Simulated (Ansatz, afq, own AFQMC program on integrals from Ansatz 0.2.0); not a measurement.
## Si₂NH₅, singlet in def2-TZVP, levels against AFQMC with the constraint released

```yaml
atoms:
  - { symbol: Si, position_ang: [-0.4169, 1.1947, -0.1371] }
  - { symbol: N, position_ang: [0.7640, -0.1105, -0.0123] }
  - { symbol: Si, position_ang: [0.5008, -1.7224, 0.5687] }
  - { symbol: H, position_ang: [0.2762, 2.3948, -0.6987] }
  - { symbol: H, position_ang: [-0.9749, 1.5370, 1.2035] }
  - { symbol: H, position_ang: [1.7094, 0.1112, -0.3178] }
  - { symbol: H, position_ang: [-0.9949, -1.4754, 0.8630] }
  - { symbol: H, position_ang: [-1.5393, 0.8117, -1.0421] }
```

Basis def2-TZVP. Only valence electrons are correlated. AFQMC by an in-house program on the Cholesky factors that Ansatz 0.2.0 writes for its CCSD(T) run. The CISD trial takes its coefficients from CCSD amplitudes. Released means that phaseless walkers are propagated on without the constraint, phases kept. Uncertainties: one standard error, sampling alone.

Determinant: RHF, the one that the program's search chose, which needn't be the lowest solution. The geometry is a PBE0/def2-SVP stationary point of this or a neighbouring charge and spin state.

No full CI on the walks' own integrals is used here. The released AFQMC energy serves as the reference, which it does only where one determinant dominates, the energy is flat over the last release times and near the phaseless one (40 meV or 2 meV an electron, half that with transition metals). On small molecules, where full CI could be run and the noise was under 10 meV, such values lay within 10 meV of it in 19 cases of 20, a flattering rate, since the rule was set on those same cases; what remains of the bias isn't in the error bar.

Cautions: the shape changed its bonds on relaxing; restricted determinant unstable towards unrestricted (UHF 3 meV lower, ⟨S²⟩ 0.07); the released value is read at 0.99 1/Eh with a noise of 10 meV, more than in the cases checked, later times being too noisy (meV from the phaseless value at times in 1/Eh: -9 ± 6 at 0.24, -8 ± 8 at 0.51, -11 ± 10 at 0.99, -3 ± 13 at 1.50).

```
T1 diagnostic                               : 0.0149
weight of the determinant in the CISD state : 0.811
size of the correlated space                : 18 electrons in 124 orbitals
```

```csv
level,correlation energy (eV)
MP2,-11.6272
CCSD,-12.8772
CCSD(T),-13.3721
```

(1) Estimate where phaseless AFQMC with the Hartree–Fock trial lies against CCSD(T) on the same integrals.

(1) 2.70 ± 0.80 kcal/mol below CCSD(T).

Reference: AFQMC with the constraint released, correlation energy -13.431 ± 0.010 eV.

| level | E − E(reference) (kcal/mol) | share of correlation (%) |
| --- | --- | --- |
| CCSD(T) | 1.35 ± 0.24 | 99.56 |
| ph-AFQMC/HF | -1.35 ± 0.83 | 100.44 |
| ph-AFQMC/CISD | 0.25 ± 0.27 | 99.92 |

Released energies are given only where the last usable release times agree within the noise; a slower fall can still hide under it.
